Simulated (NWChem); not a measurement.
# SO2F2 (sulfuryl fluoride): levels of theory compared

Wanted: a comparison of 6 runs (B3LYP/6-311+G**, BLYP/6-311+G**, PBE/6-311+G**, SVWN5/6-311+G**, TPSS/6-311+G**, revPBE/6-311+G**) of SO2F2 (sulfuryl fluoride). 

The results are computed with NWChem 7.3.0.

### Step 1. The molecule

SO2F2 has 5 atoms, charge 0, and is taken as a singlet. As SMILES, `O=S(=O)(F)F`. The shape is that of a PBE0-D4/def2-TZVP optimisation.

Bond lengths: O1–S2 1.404 Å, S2–O3 1.404 Å, S2–F4 1.539 Å, S2–F5 1.539 Å. Angles: O1–S2–O3 124.9°, O1–S2–F4 108.1°, O1–S2–F5 108.1°, O3–S2–F4 108.1°, O3–S2–F5 108.1°, F4–S2–F5 95.6°.

### Step 2. Energy and forces at B3LYP/6-311+G(d,p) (run 1)

The input, f2o2s.nw:

```
start f2o2s
title "F2O2S"
memory total 2200 mb
charge 0

geometry units angstroms noautosym nocenter noautoz
  O    -0.388200   -0.151100    1.421700
  S     0.070900   -0.096900    0.095900
  O     1.129600   -0.862200   -0.418700
  F    -1.140900   -0.267600   -0.837400
  F     0.328600    1.377800   -0.261400
end

basis spherical bse
  * library 6-311+G**
end

dft
  xc b3lyp
  grid fine
  convergence energy 1e-08
  iterations 100
  mulliken
end

task dft gradient
```

Command:

```sh
$ nwchem f2o2s.nw > f2o2s.out
```

The log of the run:

```text
[...]
          Wavefunction type:  closed shell.
          No. of atoms     :     5
          No. of electrons :    50
[...]
          Charge           :     0
          Spin multiplicity:     1
[...]
          AO basis - number of functions:   118
[...]
              XC Information
              --------------
                         B3LYP Method XC Potential
                     Hartree-Fock (Exact) Exchange  0.200
                        Slater Exchange Functional  0.800 local
                    Becke 1988 Exchange Functional  0.720 non-local
              Lee-Yang-Parr Correlation Functional  0.810
                  VWN I RPA Correlation Functional  0.190 local
[...]
 d= 0,ls=0.0,diis     1   -748.0977879456 -1.04D+03  3.61D-02  3.49D+00     1.7
[...]
 d= 0,ls=0.0,diis    10   -748.3680800623 -6.54D-09  2.94D-07  2.20D-09    12.7
         Total DFT energy =     -748.368080062302
      One electron energy =    -1612.486119039768
           Coulomb energy =      636.297572963145
    Exchange-Corr. energy =      -64.015636274894
 Nuclear repulsion energy =      291.836102289215
[...]
  wavefunction    = closed shell
                         DFT ENERGY GRADIENTS
    atom               coordinates                        gradient
                 x          y          z           x          y          z
   1 O      -0.733592  -0.285538   2.686623    0.011680   0.000606  -0.031548
   2 S       0.133982  -0.183114   0.181225   -0.009301   0.012706  -0.012666
   3 O       2.134634  -1.629322  -0.791228   -0.025273   0.017938   0.013246
   4 F      -2.155988  -0.505691  -1.582457    0.029078   0.004106   0.022407
   5 F       0.620964   2.603664  -0.493974   -0.006184  -0.035357   0.008562
[...]
```

Wall time 17 s (1 thread of AMD EPYC 9R45 (Zen 5), shared host); peak memory 0.13 GiB.

### Step 3. Energy and gradient at BLYP/6-311+G(d,p) (run 2)

The input, f2o2s.nw:

```
start f2o2s
title "F2O2S gradient"
memory 2200 mb

geometry units atomic noautosym nocenter noautoz
  O  -0.73359168 -0.28553762  2.68662363
  S   0.13398158 -0.18311446  0.18122474
  O   2.13463463 -1.62932186 -0.79122833
  F  -2.15598854 -0.50569071 -1.58245666
  F   0.62096400  2.60366465 -0.49397441
end

basis "ao basis" spherical bse
  O library 6-311+G**
  S library 6-311+G**
  F library 6-311+G**
end

dft
  xc becke88 lyp
  grid fine
  convergence energy 1e-08
  maxiter 100
  mulliken
end

task dft gradient
```

Command:

```sh
$ nwchem f2o2s.nw > f2o2s.out
```

The log of the run:

```text
[...]
          Wavefunction type:  closed shell.
          No. of atoms     :     5
          No. of electrons :    50
[...]
          Charge           :     0
          Spin multiplicity:     1
[...]
          AO basis - number of functions:   118
[...]
              XC Information
              --------------
                    Becke 1988 Exchange Functional  1.000
              Lee-Yang-Parr Correlation Functional  1.000
[...]
 d= 0,ls=0.0,diis     1   -748.0372608422 -1.04D+03  4.92D-02  4.26D+00     1.4
[...]
 d= 0,ls=0.0,diis    12   -748.3386903759 -2.10D-10  1.83D-07  7.17D-10    13.4
         Total DFT energy =     -748.338690375890
      One electron energy =    -1612.652690295298
           Coulomb energy =      636.462975257202
    Exchange-Corr. energy =      -63.985056712415
 Nuclear repulsion energy =      291.836081374621
[...]
  wavefunction    = closed shell
                         DFT ENERGY GRADIENTS
    atom               coordinates                        gradient
                 x          y          z           x          y          z
   1 O      -0.733592  -0.285538   2.686624    0.020963   0.001854  -0.058787
   2 S       0.133982  -0.183114   0.181225   -0.010285   0.014052  -0.013999
   3 O       2.134635  -1.629322  -0.791228   -0.047019   0.033723   0.023629
   4 F      -2.155989  -0.505691  -1.582457    0.046720   0.007142   0.035781
   5 F       0.620964   2.603665  -0.493974   -0.010378  -0.056770   0.013377
[...]
```

Run time: 18 s. Hardware: 1 thread of AMD EPYC 9R45 (Zen 5), shared host; peak memory 0.13 GiB.

Runs 3 to 4 aren't shown in full; the table further down has their settings and results.

### Step 4. Energy and forces at TPSS/6-311+G(d,p) (run 5)

The input, run.py:

```python
from ase import Atoms
from ase.calculators.nwchem import NWChem

atoms = Atoms(['O', 'S', 'O', 'F', 'F'], positions=[
    [-0.388200, -0.151100, 1.421700],
    [0.070900, -0.096900, 0.095900],
    [1.129600, -0.862200, -0.418700],
    [-1.140900, -0.267600, -0.837400],
    [0.328600, 1.377800, -0.261400],
])

calc = NWChem(
    label='work',
    theory='dft',
    memory='2200 mb',
    basis='6-311+G**',
    basispar='spherical bse',
    dft={'xc': 'xtpss03 ctpss03', 'mult': '1', 'grid': 'fine', 'convergence': 'energy 1e-08', 'iterations': '100', 'mulliken': None},
)
atoms.calc = calc

forces = atoms.get_forces()
print("Total energy (eV):", round(atoms.get_potential_energy(), 6))
print("forces (eV/A):")
for s, f in zip(atoms.symbols, forces):
    print(f"{s:2s} {f[0]:10.5f} {f[1]:10.5f} {f[2]:10.5f}")
print("dipole (e A):", atoms.get_dipole_moment().round(4))
```

Command:

```sh
$ export ASE_NWCHEM_COMMAND="nwchem PREFIX.nwi > PREFIX.nwo"
$ python run.py
```

The log of the run:

```text
Total energy (eV): -20365.42717
forces (eV/A):
O    -0.87844   -0.05944    2.41159
S     0.44578   -0.60904    0.60760
O     1.93028   -1.37631   -0.99337
F    -1.90395   -0.27043   -1.46630
F     0.40629    2.31523   -0.55957
dipole (e A): [-0.0872  0.1192 -0.1181]
```

The calculator wrote work.nwi:

```
title "work"

permanent_dir work

scratch_dir work

start work

geometry units angstrom nocenter noautosym noautoz
  O  -3.8819999999999999e-01 -1.5110000000000001e-01 1.4217000000000000e+00
  S  7.0900000000000005e-02 -9.6900000000000000e-02 9.5899999999999999e-02
  O  1.1295999999999999e+00 -8.6219999999999997e-01 -4.1870000000000002e-01
  F  -1.1409000000000000e+00 -2.6760000000000000e-01 -8.3740000000000003e-01
  F  3.2860000000000000e-01 1.3777999999999999e+00 -2.6140000000000002e-01
end

memory 2200 mb

basis spherical bse noprint
   * library 6-311+G**
end

dft
  xc xtpss03 ctpss03
  mult 1
  grid fine
  convergence energy 1e-08
  iterations 100
  mulliken
end

task dft gradient
```

work.nwo:

```text
Northwest Computational Chemistry Package (NWChem) 7.3.0
             --------------------------------------------------------

           Job information
           ---------------

    nwchem branch   = 7.3.0
    use scalapack   = T
    input           = work.nwi
    prefix          = work.
    data base       = work/work.db
    status          = startup
    nproc           =        1

           Memory information
           ------------------

[... 5 lines left out ...]
    hardfail = no
[... 97 lines left out ...]
  convergence criterion.
[... 38 lines left out ...]
          Spatial weights used:  Erf1
[... 32 lines left out ...]
 1-e energy   =   -1615.436986
[... 44 lines left out ...]
           Coulomb energy =      636.561739797667
[... 906 lines left out ...]
          Convergence on density requested:  1.00D-05
[... 24 lines left out ...]
          total energy or number of iterations.
[... 36 lines left out ...]
                 ----------------------------------------
                 |  Time  |  1-e(secs)   |  2-e(secs)   |
                 ----------------------------------------
                 |  CPU   |       0.01   |       3.82   |
                 ----------------------------------------
                 |  WALL  |       0.01   |       3.82   |
                 ----------------------------------------

 Task  times  cpu:       22.5s     wall:       22.5s
 Total times  cpu:       22.5s     wall:       22.5s
```

Run time: 24 s. Hardware: 1 thread of AMD EPYC 9R45 (Zen 5), shared host; peak memory 0.12 GiB.

### Step 5. Energy and forces at revPBE/6-311+G(d,p) (run 6)

The input, run.py:

```python
from ase import Atoms
from ase.calculators.nwchem import NWChem

molecule = Atoms(['O', 'S', 'O', 'F', 'F'], positions=[
    [-0.388200, -0.151100, 1.421700],
    [0.070900, -0.096900, 0.095900],
    [1.129600, -0.862200, -0.418700],
    [-1.140900, -0.267600, -0.837400],
    [0.328600, 1.377800, -0.261400],
])

calc = NWChem(
    label='sp',
    theory='dft',
    memory='2200 mb',
    basis='6-311+G**',
    basispar='spherical bse',
    dft={'xc': 'revpbe cpbe96', 'mult': '1', 'grid': 'fine', 'convergence': 'energy 1e-08', 'iterations': '100', 'mulliken': None},
)
molecule.calc = calc

forces = molecule.get_forces()
e = molecule.get_potential_energy()
print(f"E = {e:.6f} eV")
print("forces (eV/A):")
for s, f in zip(molecule.symbols, forces):
    print(f"{s:2s} {f[0]:10.5f} {f[1]:10.5f} {f[2]:10.5f}")
print("dipole (e A):", molecule.get_dipole_moment().round(4))
```

Command:

```sh
$ export ASE_NWCHEM_COMMAND="nwchem PREFIX.nwi > PREFIX.nwo"
$ python run.py
```

The log of the run:

```text
E = -20359.013278 eV
forces (eV/A):
O    -1.02793   -0.09544    2.89578
S     0.43827   -0.59881    0.59763
O     2.31605   -1.66314   -1.15818
F    -2.23167   -0.35301   -1.70464
F     0.50527    2.71041   -0.63064
dipole (e A): [-0.0881  0.1204 -0.1192]
```

The calculator wrote sp.nwi:

```
title "sp"

permanent_dir sp

scratch_dir sp

start sp

geometry units angstrom nocenter noautosym noautoz
  O  -3.8819999999999999e-01 -1.5110000000000001e-01 1.4217000000000000e+00
  S  7.0900000000000005e-02 -9.6900000000000000e-02 9.5899999999999999e-02
  O  1.1295999999999999e+00 -8.6219999999999997e-01 -4.1870000000000002e-01
  F  -1.1409000000000000e+00 -2.6760000000000000e-01 -8.3740000000000003e-01
  F  3.2860000000000000e-01 1.3777999999999999e+00 -2.6140000000000002e-01
end

memory 2200 mb

basis spherical bse noprint
   * library 6-311+G**
end

dft
  xc revpbe cpbe96
  mult 1
  grid fine
  convergence energy 1e-08
  iterations 100
  mulliken
end

task dft gradient
```

sp.nwo:

```text
Northwest Computational Chemistry Package (NWChem) 7.3.0
             --------------------------------------------------------

           Job information
           ---------------

    nwchem branch   = 7.3.0
    use scalapack   = T
    input           = sp.nwi
    prefix          = sp.
    data base       = sp/sp.db
    status          = startup
    nproc           =        1

           Memory information
           ------------------

[... 5 lines left out ...]
    hardfail = no
[... 99 lines left out ...]
  convergence criterion.
[... 39 lines left out ...]
          Spatial weights used:  Erf1
[... 32 lines left out ...]
 1-e energy   =   -1615.436986
[... 44 lines left out ...]
           Coulomb energy =      636.485753174988
[... 906 lines left out ...]
          Convergence on density requested:  1.00D-05
[... 25 lines left out ...]
          total energy or number of iterations.
[... 36 lines left out ...]
                 ----------------------------------------
                 |  Time  |  1-e(secs)   |  2-e(secs)   |
                 ----------------------------------------
                 |  CPU   |       0.01   |       3.79   |
                 ----------------------------------------
                 |  WALL  |       0.01   |       3.79   |
                 ----------------------------------------

 Task  times  cpu:       18.8s     wall:       18.8s
 Total times  cpu:       18.8s     wall:       18.8s
```

Run time: 20 s. Hardware: 1 thread of AMD EPYC 9R45 (Zen 5), shared host; peak memory 0.13 GiB.

### Step 6. All runs side by side

| run | level | energy (Eh) | dipole moment (D) | HOMO energy (eV) | LUMO energy (eV) | wall time |
| --- | --- | --- | --- | --- | --- | --- |
| 1 | B3LYP/6-311+G** | -748.368080 | 0.94 | -10.50 | -1.10 | 17 s |
| 2 | BLYP/6-311+G** | -748.338690 | 0.91 | -8.90 | -1.79 | 18 s |
| 3 | PBE/6-311+G** | -747.871118 | 0.91 | – | – | 17 s |
| 4 | SVWN5/6-311+G** | -744.727207 | 0.90 | -9.26 | -2.03 | 15 s |
| 5 | TPSS/6-311+G** | -748.415650 | 0.91 | -9.10 | -1.56 | 24 s |
| 6 | revPBE/6-311+G** | -748.179944 | 0.92 | -8.91 | -1.67 | 20 s |

### Step 7. Results

| quantity | value |
| --- | --- |
| run 6: total energy | -748.17994 Eh |
| run 6: dipole moment | 0.92 D |
| run 6: HOMO energy | -8.91 eV |
| run 6: LUMO energy | -1.67 eV |
| run 6: HOMO–LUMO gap | 7.24 eV |
| run 6: largest force on an atom | 3.078 eV/Å |

What this shows: The dipole moment (its size) runs from 0.90 D (SVWN5/6-311+G**) to 0.94 D (B3LYP/6-311+G**). Over runs 1, 2, 4, 5, 6 the HOMO–LUMO gap runs from 7.12 eV (BLYP/6-311+G**) to 9.40 eV (B3LYP/6-311+G**). Totals of different functionals can't be ranked against each other. All runs together took 1.9 min, the longest 24 s.
